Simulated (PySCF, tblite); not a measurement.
Bond stretch in H2, singlet. Each curve is given relative to its own lowest point near equilibrium.

| R / Å | A | B | C |
|---|---|---|---|
| 0.59 | 71.1 | 59.7 | 59.7 |
| 0.63 | 39.0 | 29.5 | 29.5 |
| 0.67 | 18.3 | 11.2 | 11.2 |
| 0.70 | 8.5 | 3.6 | 3.6 |
| 0.72 | 4.3 | 0.9 | 0.9 |
| 0.75 | 0.6 | 0.0 | 0.0 |
| 0.76 | 0.0 | 0.4 | 0.4 |
| 0.80 | 0.3 | 5.0 | 5.0 |
| 0.82 | 1.8 | 8.8 | 8.8 |
| 0.86 | 7.0 | 18.9 | 18.9 |
| 0.93 | 22.0 | 42.5 | 42.5 |
| 1.00 | 42.1 | 71.0 | 71.0 |
| 1.13 | 86.2 | 130.3 | 130.3 |
| 1.22 | 118.4 | 172.9 | 172.9 |
| 1.36 | 167.9 | 238.1 | 238.1 |
| 1.48 | 208.4 | 291.1 | 291.1 |
| 1.62 | 252.5 | 341.3 | 348.5 |
| 1.83 | 311.4 | 386.0 | 425.0 |
| 2.02 | 356.8 | 407.8 | 484.1 |
| 2.22 | 396.5 | 420.3 | 536.6 |
| 2.58 | 448.6 | 430.0 | 609.4 |
| 2.99 | 483.4 | 433.5 | 665.9 |

Energies in kJ/mol.

Q: Which curve belongs to which method? The methods are GFN2-xTB, 300 K electronic temperature in tblite 0.5.0; restricted PBE0/6-31G run with PySCF; unrestricted PBE0/6-31G in PySCF.

A: A is GFN2-xTB; B is UKS-PBE0; C is RKS-PBE0.

The restricted form behind RKS-PBE0 keeps the bonding electrons paired and can't separate into open-shell fragments. The unrestricted determinant behind UKS-PBE0 is spin-contaminated at 1.62 to 2.99 Å (<S²> up to 1.0, against 0.00 for a pure singlet).
